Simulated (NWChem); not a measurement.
methylamine (CH5N); SMILES NC

```xyz
7

C     -0.0088    -0.6958     0.0000
N     -0.0944     0.7480     0.0000
H     -0.5301    -1.1014    -0.8817
H     -0.5301    -1.1014     0.8817
H      1.0146    -1.1279     0.0000
H      0.3796     1.1347    -0.8133
H      0.3796     1.1347     0.8133
```
Atoms are numbered in this order, from 1.

The geometry was optimised at PBE0/def2-SVP.

Symmetry labels are those of Cs in the frame above (b1 and b2, or b-type labels, depend on it).

List the 6 lowest vertical singlet excitations and the 6 lowest triplet ones from Hartree-Fock/aug-cc-pVDZ, TDHF (NWChem).


| state | energy (eV) | oscillator strength | symmetry | leading excitation (squared amplitude) |
|---|---|---|---|---|
| S1 | 6.82 | 0.014 | a' | HOMO → LUMO (0.61) |
| S2 | 7.93 | 0.003 | a" | HOMO → LUMO+2 (0.73) |
| S3 | 8.10 | 0.043 | a' | HOMO → LUMO+1 (0.66) |
| S4 | 8.50 | 0.060 | a' | HOMO → LUMO+3 (0.75) |
| S5 | 9.24 | 0.000 | a" | HOMO → LUMO+4 (0.79) |
| S6 | 9.37 | 0.001 | a' | HOMO → LUMO+5 (0.70) |
| T1 | 6.36 | spin-forbidden | a' | HOMO → LUMO (0.51) |
| T2 | 7.65 | spin-forbidden | a" | HOMO → LUMO+2 (0.59) |
| T3 | 7.77 | spin-forbidden | a' | HOMO → LUMO+1 (0.45) |
| T4 | 8.10 | spin-forbidden | a' | HOMO → LUMO+3 (0.49) |
| T5 | 9.00 | spin-forbidden | a" | HOMO → LUMO+4 (0.54) |
| T6 | 9.16 | spin-forbidden | a' | HOMO → LUMO+5 (0.38) |
